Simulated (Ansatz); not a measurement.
A made-up structure of CH3BF, doublet:

```
6
angstrom
B 0.3689 0.1414 0.1730
C -0.8038 -0.7746 -0.1938
F 1.3837 -0.4243 1.0237
H -1.6357 -0.5322 -0.8043
H 0.8736 0.5064 -0.7937
H -0.0416 1.0865 0.6837
```

It is relaxed with PBE-D4/def2-SVP and then PBE0-D4/def2-TZVP (Ansatz 0.2.0). Atoms count as bonded within 1.22 times the sum of their covalent radii (H–H: 0.88 Å). The end point is not checked to be a true minimum.

Problem. Does its bonding change? (A judgement: the text doesn't fix the answer.)

Solution. Computed: Yes. Formed: C2–H5; broken: B1–H5.

Where it ends: The first stage lowers the energy by 3.74 eV in 22 steps. It ends as CH₃BF ([CH2][BH][F]):
```
6
angstrom
B 0.2989 0.2356 0.6598
C -0.3195 -0.2267 -0.6585
F 1.5755 -0.0471 0.9100
H -1.3539 -0.0254 -0.9169
H 0.2442 -0.7803 -1.4046
H -0.3003 0.8470 1.4986
```

Labels in which every atom is bracketed show which atoms are joined, not bond orders.

For scale, one of the runs: PBE0-D4/def2-TZVP relaxation, 111 basis functions, launched by `ansatz run in.yaml --threads 2 --pin off --events-out ev --progress --plain --max-ram 4352MiB`. The run took about 9 s on 2 CPU threads of an Arm Neoverse V2 (shared host).
